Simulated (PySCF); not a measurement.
# Dipole moment and polarisability across levels of theory

C₄H₅F.
InChI=1S/C4H5F/c1-3-4(2)5/h1,4H,2H3/t4-/m0/s1

PySCF, dipoles from the SCF density, polarisabilities from static response with core orbitals frozen. Isolated species at its PBE0-D3(BJ)/def2-SVP geometry, gas phase.

The anisotropy is √(½[(α1 − α2)² + (α2 − α3)² + (α3 − α1)²]).

```json
{"level": "LDA/def2-SVPD", "μ (D)": "1.882", "α (Å³)": "7.53", "anisotropy (Å³)": "3.70"}
{"level": "PBE/def2-SVPD", "μ (D)": "1.819", "α (Å³)": "7.46", "anisotropy (Å³)": "3.68"}
{"level": "B3LYP/def2-SVPD", "μ (D)": "1.916", "α (Å³)": "7.26", "anisotropy (Å³)": "3.53"}
{"level": "PBE0/def2-SVPD", "μ (D)": "1.904", "α (Å³)": "7.18", "anisotropy (Å³)": "3.50"}
{"level": "BHandHLYP/def2-SVPD", "μ (D)": "2.007", "α (Å³)": "7.01", "anisotropy (Å³)": "3.38"}
{"level": "CAM-B3LYP/def2-SVPD", "μ (D)": "1.964", "α (Å³)": "7.15", "anisotropy (Å³)": "3.41"}
{"level": "wB97X-D/def2-SVPD", "μ (D)": "1.920", "α (Å³)": "7.17", "anisotropy (Å³)": "3.38"}
{"level": "LC-wPBE/def2-SVPD", "μ (D)": "1.950", "α (Å³)": "6.96", "anisotropy (Å³)": "3.28"}
{"level": "HF/def2-SVPD", "μ (D)": "2.078", "α (Å³)": "6.80", "anisotropy (Å³)": "3.22"}
{"level": "PBE0/6-31G*", "μ (D)": "1.689", "α (Å³)": "5.65", "anisotropy (Å³)": "4.17"}
{"level": "PBE0/def2-SVP", "μ (D)": "1.797", "α (Å³)": "5.89", "anisotropy (Å³)": "4.06"}
{"level": "PBE0/6-31+G*", "μ (D)": "1.985", "α (Å³)": "6.61", "anisotropy (Å³)": "3.94"}
{"level": "PBE0/aug-cc-pVDZ", "μ (D)": "1.853", "α (Å³)": "7.35", "anisotropy (Å³)": "3.56"}
{"level": "PBE0/def2-TZVP", "μ (D)": "1.812", "α (Å³)": "6.84", "anisotropy (Å³)": "3.84"}
{"level": "PBE0/def2-TZVPD", "μ (D)": "1.844", "α (Å³)": "7.37", "anisotropy (Å³)": "3.54"}
```

The dipole runs from 1.69 D (PBE0/6-31G*) to 2.08 D (HF/def2-SVPD). No reference polarisability is at hand; against PBE0 in the largest diffuse basis at hand (def2-TZVPD) the other PBE0 rows deviate by 6-31G* -23%, def2-SVP -20%, 6-31+G* -10%, def2-SVPD -3%, aug-cc-pVDZ 0%, def2-TZVP -7%. In one basis (def2-SVPD) the functionals order the polarisability from HF (lowest) to LDA (highest), a spread of 11%. With PBE0 the polarisability is 6.12 Å³ without diffuse functions (mean of 6-31G*, def2-SVP and def2-TZVP) and 7.13 Å³ with them (mean of 6-31+G*, def2-SVPD, aug-cc-pVDZ and def2-TZVPD).
